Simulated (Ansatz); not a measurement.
The input, for Ansatz 0.2.0:

```yaml
crystal:
  periodic: [false, false, false]
  atoms:
    - {symbol: Si, position_ang: [0.000000, 0.000000, 1.273949]}
    - {symbol: N, position_ang: [0.000000, 0.000000, -4.035051]}
    - {symbol: H, position_ang: [0.000000, 0.000000, 2.761101]}
basis:
  gaussian: {orbitals: 6-31G}
magnetization: {spin_polarized: false}
correlation: {method: ccsdt_q, electrons: outside_noble_gas}
```

```sh
$ ansatz run in.yaml --threads 1 --pin off --events-out ev --progress --plain --max-ram 2393MiB
```

Output:

```
481 factors; integrals over basis functions are off by at most 3.7e-8 eV
mean field evaluation 1: about -9342.4506 eV, gradient 2.1e1 eV
mean field evaluation 2: about -9342.4502 eV, gradient 2.1e1 eV
mean field evaluation 4: about -9342.8043 eV, gradient 2.0e1 eV
mean field evaluation 8: about -9342.8043 eV, gradient 2.0e1 eV
mean field evaluation 16: about -9345.5488 eV, gradient 4.1e-6 eV
mean field evaluation 32: about -9345.5554 eV, gradient 9.0e-3 eV
mean field evaluation 64: about -9345.5488 eV, gradient 6.5e-7 eV
mean field evaluation 96: about -9337.7518 eV, gradient 4.4e1 eV
mean field evaluation 128: about -9345.5335 eV, gradient 1.9e-1 eV
mean field evaluation 160: about -9345.5009 eV, gradient 1.7e0 eV
...
cycle 236  -8.38223228 eV  change    2.0e-7 eV  update   2.5e-6
cycle 237  -8.38223211 eV  change    1.6e-7 eV  update   3.1e-6
cycle 238  -8.38223200 eV  change    1.1e-7 eV  update   2.6e-6
cycle 239  -8.38223195 eV  change    5.4e-8 eV  update   1.2e-6
cycle 240  -8.38223195 eV  change   -3.8e-9 eV  update   1.1e-6
cycle 241  -8.38223198 eV  change   -2.2e-8 eV  update   7.0e-7
cycle 242  -8.38223199 eV  change   -1.8e-8 eV  update   7.7e-7
cycle 243  -8.38223201 eV  change   -1.8e-8 eV  update   5.4e-7
cycle 244  -8.38223203 eV  change   -1.9e-8 eV  update   4.9e-7
cycle 245  -8.38223207 eV  change   -3.8e-8 eV  update   2.8e-7
perturbative correction -0.01388232 eV, -0.0005101660 hartree
WARN: these amplitudes may be one of several solutions (largest doubles amplitude 1.12, level shift 11.32 eV)
WARN: in the space of 8 natural orbitals, full CI finds another state of this spin 1.146 eV below this run's state, or below the method's energy where it doesn't find this run's state
Total energy: -9353.95114881 eV, -343.7513643830 hartree
```

Ran on 1 thread of Arm Neoverse V1, shared host: 8 s wall, 0.15 GiB peak host memory.
